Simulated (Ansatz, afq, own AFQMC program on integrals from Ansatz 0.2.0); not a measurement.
**GeH$_{4}$ + O, triplet in cc-pVTZ along one coordinate**

```xyz
6

Ge   -0.5015    0.0000    0.0000
H    -1.0130    1.4466    0.0000
H    -1.0130   -0.7233    1.2528
H    -1.0130   -0.7233   -1.2528
H     1.0328    0.0000    0.0000
O     2.4035    0.0000    0.0000
```

A hydrogen atom is moved from one rigid fragment to the other; the Ge1–H5 distance tells how far. The two fragments are held close together, so this isn't a minimum-energy path and the start is a compressed complex. Energies in kcal/mol count from this geometry (1.534 Å) at the same level; the start stands on UHF, each point on the determinant named.

Basis cc-pVTZ. Noble-gas cores (and the filled d shells of Ga–Kr and In–Xe) are frozen. AFQMC by an in-house program on the Cholesky factors that Ansatz 0.2.0 writes for its CCSD(T) run. ph-AFQMC/CISD is guided by a CISD state made of CCSD amplitudes; releasing the constraint for a short imaginary time cuts its bias at the price of noise, slowly where states lie close. Uncertainties: one standard error, sampling alone. No spin–orbit coupling.

Cautions, each for one point or more: inner d shell frozen; lower spins were not checked; no relativity below Rb; no spin-orbit coupling; the ph-AFQMC/CISD walk drifts between its halves.

```json
{"r(Ge1–H5) / Å": "1.643", "det.": "UHF", "T1": "0.023", "weight": "0.86", "⟨S²⟩": "2.05", "CCSD(T)": "-3.1", "ph-AFQMC/CISD": "-3.3 ± 0.2", "PBE0": "-3.8", "B3LYP": "-3.6"}
{"r(Ge1–H5) / Å": "1.697", "det.": "UHF", "T1": "0.020", "weight": "0.87", "⟨S²⟩": "2.05", "CCSD(T)": "-5.2", "ph-AFQMC/CISD": "-5.3 ± 0.2", "PBE0": "-5.8", "B3LYP": "-5.5"}
{"r(Ge1–H5) / Å": "1.806", "det.": "UHF", "T1": "0.015", "weight": "0.87", "⟨S²⟩": "2.03", "CCSD(T)": "-10.6", "ph-AFQMC/CISD": "-10.7 ± 0.2", "PBE0": "-10.5", "B3LYP": "-9.7"}
{"r(Ge1–H5) / Å": "1.915", "det.": "UHF", "T1": "0.013", "weight": "0.88", "⟨S²⟩": "2.02", "CCSD(T)": "-14.1", "ph-AFQMC/CISD": "-13.8 ± 0.2", "PBE0": "-12.9", "B3LYP": "-11.8"}
```

Weight is that of the determinant in the CISD state; at the start T1 is 0.023 and the weight 0.87, and ⟨S²⟩ is 2.03. Symmetry can't show for every point that it stays on the start's state. Largest departures from phaseless AFQMC with a CISD trial: CCSD(T) -0.3 kcal/mol at 1.915 (on UHF) (within the noise). The walk's constraint bias lies outside its error bars, so these are departures and not errors. The functionals aren't scored here.

Some points may be missing: those where a free walk finds a much lower state, and past Zn most of those on another determinant than at the start.

A walk keeps the symmetry of its determinant, which the program's search chose and which needn't be the lowest solution, so a lower state of the same spin and another symmetry isn't excluded.
